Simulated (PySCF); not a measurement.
nitrogen trifluoride (F3N), SMILES FN(F)F.

Geometry: B3LYP-D3(BJ)/def2-TZVP.

These are PySCF with PBE/def2-TZVPD values and carry that method's errors.

The molecule is in vacuum.

```
Quantity                                                                                                       Result
---------------------------------------------------------------------------------------------  ----------------------
total energy                                                                                       -353.93361 hartree
point group                                                                                                       C3v
highest occupied level                                                                                       -8.57 eV
lowest empty level                                                                                           -1.36 eV
orbital gap                                                                                                   7.21 eV
dipole moment                                                                                                  0.15 D
quadrupole, principal values (traceless, Buckingham form, about the centre of nuclear charge)   -0.04, 0.02, 0.02 D·Å
mean static polarisability                                                                       20.0 bohr³ (2.96 Å³)
polarisability, principal values                                                               15.9, 22.0, 22.0 bohr³
```
